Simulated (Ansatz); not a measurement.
# Al2F (quartet): from a generated start to a stationary point

Aim: relax a generated start of Al2F (quartet) and see which bonds hold.

The runs use Ansatz 0.2.0, Gaussian basis; UKS PBE0/def2-TZVP.

### 1 The starting structure

3 atoms, charge 0, spin multiplicity 4.

Atoms are counted from 1 here; the program's logs count them from 0.

Bond lengths: Al1–Al2 2.397 Å, Al2–F3 1.671 Å. Angles: Al1–Al2–F3 180.0°.

The start was built by rule and, where that kept it together, relaxed with GFN2-xTB. Sticks and bond lists go by distance. 

### 2 The run

The input, in.yaml:

```yaml
crystal:
  periodic: [false, false, false]
  atoms:
    - {symbol: Al, position_ang: [0.000000, 0.000000, -2.155091]}
    - {symbol: Al, position_ang: [0.000000, 0.000000, 0.242260]}
    - {symbol: F, position_ang: [0.000000, 0.000000, 1.912831]}
basis:
  gaussian: {orbitals: def2-TZVP}
magnetization: {spin_polarized: true, initial_magnetization: 3}
hamiltonian: {xc: pbe0}
relax: {f_tol: 0.004, max_steps: 80}
```

Command:

```bash
$ ansatz run in.yaml --threads 1 --pin off --events-out ev --progress --plain --max-ram 2176MiB
```

Before running it: what results should come out? Wanted: energy gained; shift from the start; total energy; dipole moment; ⟨S²⟩.

**Answer**, as computed:

```
                  quantity           value
                     steps               4
             energy gained        0.025 eV
shift from the start (rms)         0.035 Å
              total energy  -15902.6324 eV
             dipole moment          1.59 D
                      ⟨S²⟩           3.756
```

**Reading.** The bonds of the start are those of the end. Al1–Al2 went from 2.397 to 2.338 Å. No vibrations were run, so this is a stationary point, not a proven minimum, and this spin need not be the ground state's.
